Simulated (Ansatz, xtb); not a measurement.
Molecule: CH₃F (charge +1, doublet). SMILES of the parent species: CF
Coordinates optimised at B3LYP-D3(BJ)/def2-TZVP (Ansatz, a program for electronic structure):
```
C
F 1 1.2871
H 1 1.0874 2 116.86
H 1 1.1715 3 118.18 2 -135.44
H 1 1.1715 3 118.18 4 -89.12
```
Charge +1, spin multiplicity 2.

Harmonic wavenumbers from GFN2-xTB (xtb, at its own minimum), cm⁻¹: 748, 883, 1020, 1131, 1186, 1313, 2416, 2585, 2909.

Q: Give the harmonic wavenumbers at B3LYP-D3(BJ)/def2-TZVP (Ansatz, finite differences of forces, unscaled).

A: 767, 963, 991, 1071, 1304, 1459, 2157, 2523, 3183 cm⁻¹. Zero-point energy 20.6 kcal/mol.

Q: From these and the geometry, give the ideal-gas thermochemistry at 298.15 K and 1 atm (rigid rotor, harmonic oscillator).

A: Point group Cs, rotational symmetry number 1. Rotational constants 151.4, 29.03, 27.13 GHz. S(trans) 36.51, S(rot) 18.54, S(vib) 0.55, S(elec, spin only) 1.38, S 57.0 cal/(mol K). H(298) - H(0) 2.50 kcal/mol; G - E(el) 6.1 kcal/mol.
